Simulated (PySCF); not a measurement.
Structure problem from calculated spectra and properties.

Formula: C2H4F2O.

- XPS: C1s 293.1, C1s 297.4, O1s 539.8, F1s 693.4 (×2) eV [ΔSCF SCAN, pcX-2 on the ionised atom, pcseg-1 elsewhere, spin-free X2C]
- Rotational structure: rotational constants A, B, C: 9.500, 4.120, 3.104 GHz [PBE0-D3(BJ)/def2-SVP]
- 13C NMR: chemical shifts (computed TMS as zero) by class: 127.9 (1 C), 54.9 (1 C) ppm [GIAO CAM-B3LYP/pcSseg-2]
- 1H NMR: chemical shifts (computed TMS as zero) by class: 5.89 (1 H), 3.50 (3 H) ppm [GIAO CAM-B3LYP/pcSseg-2]
- UV, strongest line: among the 10 lowest singlet transitions: S3 at 9.58 eV (129 nm, f = 0.059) [TDDFT CAM-B3LYP/def2-SVPD]
- Polarisability: 33.7 au [CAM-B3LYP/def2-SVPD]

Gas-phase values; electronic properties from PySCF, density fitting. Levels stand in brackets. Isolated species at its PBE0-D3(BJ)/def2-SVP geometry (one conformer only). Each NMR value is the plain mean over a class of atoms that symmetry, rotation or inversion makes alike.

Question: What is the compound? Reason from the data.

Answer: Numbering: `[CH3:1][O:2][CH:3]([F:4])[F:5]`. Its formula, C2H4F2O, gives 0 degrees of unsaturation, so no ring and no π bond. 2 carbons fall into 2 classes; from least to most shielded: CHF2 carbon [C3] (127.9 ppm), methoxy carbon [C1] (54.9 ppm). Hydrogen classes from least to most shielded: 1 H on a CHF2 carbon, C3 (5.89 ppm), 3 H on a methoxy carbon, C1 (3.50 ppm). The core levels belong to: C1s 293.1 eV, methoxy carbon [C1]; C1s 297.4 eV, CHF2 carbon [C3]; O1s 539.8 eV, ether oxygen [O2]; F1s 693.4 eV, fluorine of a CF2 group [F4/F5]. One atom of each topological class was ionised and stands for its class. The optimised geometry has point group C1 and is an asymmetric top. Structure: `COC(F)F`. Computed isomers that give other values at the same levels: `OCC(F)F` (core binding energies: C1s 293.1, C1s 295.9, O1s 539.4, F1s 693.5 (×2) eV). The assignments are read from this structure; whether some other isomer fits the data as well wasn't checked.

Shape of the structure used: `[CH3:1][O:2][CH:3]([F:4])[F:5]`: C1–O2–C3–F4 69°.
